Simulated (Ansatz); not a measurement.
H2Cl, doublet: a nudged elastic band.

in.yaml

```yaml
crystal:
  periodic: [false, false, false]
  atoms:
    - {symbol: H, position_ang: [-1.595973, 0.906587, 0.760323]}
    - {symbol: Cl, position_ang: [1.312275, -0.745337, -0.625134]}
    - {symbol: H, position_ang: [0.283697, -0.161250, -0.135189]}
basis:
  gaussian: {orbitals: def2-SVP}
magnetization: {spin_polarized: true, initial_magnetization: 1}
hamiltonian: {xc: pbe0, dispersion: d4}
neb:
  images: 1
  climbing: true
  max_iterations: 30
  initial_path: idpp
  final_atoms:
    - {symbol: H, position_ang: [-0.556471, 0.663216, 0.393096]}
    - {symbol: Cl, position_ang: [1.465689, -0.679527, -0.641820]}
    - {symbol: H, position_ang: [-0.909218, 0.016310, 0.248724]}
```

Run by:

```bash
ansatz run in.yaml --threads 2 --pin off --events-out ev --progress --plain --max-ram 4352MiB
```

The run's output (Ansatz 0.2.0):

```
Functional definition: PBE0
  name "PBE0"
  cite "Adamo & Barone, J. Chem. Phys. 110, 6158 (1999) doi:10.1063/1.478522"
  cite "Perdew, Burke & Ernzerhof, Phys. Rev. Lett. 77, 3865 (1996) doi:10.1103/PhysRevLett.77.3865"
  parent pbe
  parameter a = 0.25
  parameter kappa = 0.804
  parameter beta = 0.06672455060314922
  exchange = (1 - a)*pbe_x(kappa = kappa, mu = beta*pi^2/3) + a*exact_x
  correlation = pbe_c(beta = beta)
276 factors; integrals over basis functions are off by at most 2.3e-4 eV
mean field evaluation 1: about -12544.2310 eV, gradient 6.3e0 eV
mean field evaluation 2: about -12544.4295 eV, gradient 4.4e0 eV
mean field evaluation 4: about -12544.5199 eV, gradient 1.6e-1 eV
mean field evaluation 8: about -12544.5215 eV, gradient 1.3e-3 eV
mean field -12544.52150393 eV, -461.0026622872 hartree, gradient 1.4e-5 eV, S^2 0.750022; 0 other end points of the search recorded, 0 dependent functions left out
the calculation of the forces begins
reference -12544.52152434 eV, -461.0026630375 hartree; 10, 9 occupied and 18, 19 virtual orbitals, 276 factors
279 factors; integrals over basis functions are off by at most 2.6e-4 eV
mean field evaluation 16: about -12544.5437 eV, gradient 7.0e-1 eV
mean field evaluation 32: about -12544.5477 eV, gradient 2.7e-5 eV
mean field -12544.54773988 eV, -461.0036264408 hartree, gradient 4.8e-6 eV, S^2 0.752213; 3 other end points of the search recorded, 0 dependent functions left out
the calculation of the forces begins
reference -12544.54775435 eV, -461.0036269726 hartree; 10, 9 occupied and 18, 19 virtual orbitals, 279 factors
WARN: NEB end point (image 0): max|allowed force component| = 1.639e-1 eV/Å (the criterion of neb.relax_end_points is 1.000e-2). That is over neb.f_tol: it is no minimum, so the barrier can be far off. Relax it first
WARN: NEB end point (image 2): max|allowed force component| = 4.202e-1 eV/Å (the criterion of neb.relax_end_points is 1.000e-2). That is over neb.f_tol: it is no minimum, so the barrier can be far off. Relax it first
279 factors; integrals over basis functions are off by at most 7.3e-4 eV
mean field evaluation 64: about -12542.5156 eV, gradient 4.3e-4 eV
mean field -12542.51557129 eV, -460.9289456226 hartree, gradient 2.2e-5 eV, S^2 0.828759; 4 other end points of the search recorded, 0 dependent functions left out
the calculation of the forces begins
reference -12542.51558836 eV, -460.9289462498 hartree; 10, 9 occupied and 18, 19 virtual orbitals, 279 factors
NEB iter   1: max|band force component| = 2.455e0 eV/Å  barrier→ = 2.0016 eV  barrier← = 2.0263 eV  Δτ_max = 0.1612 Å  (151 SCF iters)
NEB iter   2: max|band force component| = 2.686e0 eV/Å  barrier→ = 1.1191 eV  barrier← = 1.1438 eV  Δτ_max = 0.2000 Å  (34 SCF iters)
NEB iter   3: max|band force component| = 1.334e0 eV/Å  barrier→ = 0.1992 eV  barrier← = 0.2239 eV  Δτ_max = 0.2000 Å  (30 SCF iters)
NEB iter   4: max|band force component| = 4.327e0 eV/Å  barrier→ = 0.5312 eV  barrier← = 0.5559 eV  Δτ_max = 0.0842 Å  (28 SCF iters)
NEB iter   5: max|band force component| = 9.250e-1 eV/Å  barrier→ = 0.1289 eV  barrier← = 0.1536 eV  Δτ_max = 0.0614 Å  (30 SCF iters)
NEB iter   6: max|band force component| = 1.789e-1 eV/Å  barrier→ = 0.0907 eV  barrier← = 0.1154 eV  CI = image 1  Δτ_max = 0.0208 Å  (27 SCF iters)
NEB iter   7: max|band force component| = 1.002e-1 eV/Å  barrier→ = 0.0879 eV  barrier← = 0.1126 eV  CI = image 1  Δτ_max = 0.0248 Å  (27 SCF iters)
NEB iter   8: max|band force component| = 2.467e-2 eV/Å  barrier→ = 0.0875 eV  barrier← = 0.1122 eV  CI = image 1  Δτ_max = 0.0000 Å  (2016 SCF iters)
Total energy: -12544.44524995 eV, -460.9998600052 hartree
Atom 0 at    -0.942456     0.563485     0.459358 Å, force    -0.016068    -0.011545     0.000032 eV/Å
Atom 1 at     1.041624    -0.577409    -0.490965 Å, force    -0.019276    -0.006285     0.002828 eV/Å
Atom 2 at    -0.099169     0.013925     0.031607 Å, force     0.035344     0.017830    -0.002860 eV/Å
Dipole moment:    -0.273180     0.147947     0.127476 e Å

[the SCF lines of later steps are left out]
```

The lines “mean field evaluation” count trial sets of orbitals through the whole run, from several starts and some on an approximate energy, so they need not fall steadily or lie above the final value.

The run took about 17 s on 2 CPU threads of an Arm Neoverse V2 (shared host).


The run ended normally. One image cannot map a path; it gives at best a single point between the ends.